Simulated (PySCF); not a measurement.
# Working out the ionisation energy of Al

Al [Ne] 3s2 3p1 (2P) → Al⁺ [Ne] 3s2 (1S). All numbers are calculated (PySCF 2.14, scalar relativity by spin-free X2C-1e, in aug-cc-pCVTZ-DK (8s7p5d3f, 75 functions)). Frozen: 1s2. Energies in hartree (1 hartree = 27.21139 eV):

| part | Al (lower) | Al⁺ (upper) |
| --- | --- | --- |
| UHF | -242.314584 | -242.109191 |
| CCSD correlation | -0.334078 | -0.322791 |
| (T) | -0.004331 | -0.003364 |

Question: What does Hartree-Fock give?

Answer: (-242.109191) − (-242.314584) = 0.205393 hartree = 5.589 eV.

Question: What do CCSD and CCSD(T) give?

Answer: The CCSD correlation energies differ by 0.011287 hartree = 0.307 eV and the triples by 0.000967 hartree = 0.026 eV, so CCSD gives 5.896 eV and CCSD(T) 5.922 eV.

Measured between the centres of the two terms (NIST): 5.977 eV, so CCSD(T) (valence and next inner shell) is off by -0.055 eV.

What remains against the reference includes basis incompleteness, the frozen core and higher excitations.
